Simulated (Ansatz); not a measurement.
Born–Oppenheimer molecular dynamics of C2H3NS (7 atoms, charge 0, multiplicity 1). It starts from a relaxed structure.

These are results of RKS B3LYP/def2-SVP (Ansatz), not measurements.

```yaml
ensemble: NVE (velocity Verlet)
time_step: 1 fs
steps_asked: 150
starting_velocities_drawn_for: 400 K
seed: 10047
```

First frame:

```xyz
7
Properties=species:S:1:pos:R:3
C -1.002 0.383 -0.402
N -0.005 0.974 0.147
C 0.800 -0.226 0.318
S -0.521 -1.326 -0.462
H -1.938 0.834 -0.755
H 0.993 -0.486 1.370
H 1.735 -0.221 -0.262
```

Task: What does the run give?

Result: All steps were run.

```
steps done                                               : 150
time covered                                             : 150 fs
mean temperature over the second half                    : 201 K
spread of the potential energy over the second half      : 6.4 meV per atom
mean potential energy of the second half above the start : 18.8 meV per atom
```

The conserved energy stayed within 0.83 meV per atom of its start (net change 0.62 meV per atom), so the integration is sound. The temperature averaged 0.50 of the 400 K drawn at the start: a run that starts near a minimum puts about half its kinetic energy into the potential. A run of 0.15 ps of so small a system gives no equilibrium averages.

Task: What happens to the structure?

Result: The same pairs are bonded in the first frame and the last. Pairs count as bonded within 1.25 times the sum of covalent radii (0.12 Å more for H–H). The details hang on the random start.

Task: How do temperature and energy run in time?

Result: 
```json
{"time (fs)": "0.0", "T (K)": "400", "potential energy less start (eV)": "0.000", "conserved less start (meV/atom)": "0.00"}
{"time (fs)": "12.0", "T (K)": "143", "potential energy less start (eV)": "0.170", "conserved less start (meV/atom)": "0.62"}
{"time (fs)": "24.0", "T (K)": "164", "potential energy less start (eV)": "0.158", "conserved less start (meV/atom)": "0.70"}
{"time (fs)": "36.0", "T (K)": "250", "potential energy less start (eV)": "0.098", "conserved less start (meV/atom)": "0.16"}
{"time (fs)": "48.0", "T (K)": "123", "potential energy less start (eV)": "0.182", "conserved less start (meV/atom)": "0.40"}
{"time (fs)": "60.0", "T (K)": "264", "potential energy less start (eV)": "0.093", "conserved less start (meV/atom)": "0.69"}
{"time (fs)": "72.0", "T (K)": "174", "potential energy less start (eV)": "0.149", "conserved less start (meV/atom)": "0.39"}
{"time (fs)": "84.0", "T (K)": "246", "potential energy less start (eV)": "0.101", "conserved less start (meV/atom)": "0.19"}
{"time (fs)": "96.0", "T (K)": "194", "potential energy less start (eV)": "0.138", "conserved less start (meV/atom)": "0.62"}
{"time (fs)": "108.0", "T (K)": "86", "potential energy less start (eV)": "0.208", "conserved less start (meV/atom)": "0.69"}
{"time (fs)": "120.0", "T (K)": "311", "potential energy less start (eV)": "0.059", "conserved less start (meV/atom)": "0.16"}
{"time (fs)": "132.0", "T (K)": "116", "potential energy less start (eV)": "0.187", "conserved less start (meV/atom)": "0.55"}
{"time (fs)": "144.0", "T (K)": "215", "potential energy less start (eV)": "0.124", "conserved less start (meV/atom)": "0.68"}
```

Time of the run: 3.5 min on 1 thread of Arm Neoverse V2, with other jobs on the host, peak memory 0.14 GiB.
